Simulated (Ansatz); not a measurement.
Basis-set extrapolation for `FCCCS` (PBE0-D4/def2-TZVP geometry, frozen core, Ansatz). Multiplicity 1, RHF reference.

```csv
,def2-TZVPP,def2-QZVPP
HF,-614.745783,-614.766986
MP2 correlation,-0.948463,-1.021768
CCSD(T) correlation,-1.036240,not run
```

Energies in hartree. Use E(X) = E(∞) + A·exp(−7.88·√X) for Hartree–Fock and E(X) = E(∞) + B·X^(−2.97) for correlation, with X = 3 and 4, and add CCSD(T) minus MP2 of the smaller set to the MP2 limit.

Task: What is the CCSD(T) energy at the basis-set limit?

Result: HF limit: -614.766986 + (-0.021203) × 0.13774 = -614.76991. MP2 limit: -1.021768 + (-0.073305) × 0.74074 = -1.07607. Higher-order term: -1.036240 − (-0.948463) = -0.08778. Total: -615.93376 hartree, 398.4 kJ/mol below CCSD(T)/def2-TZVPP.
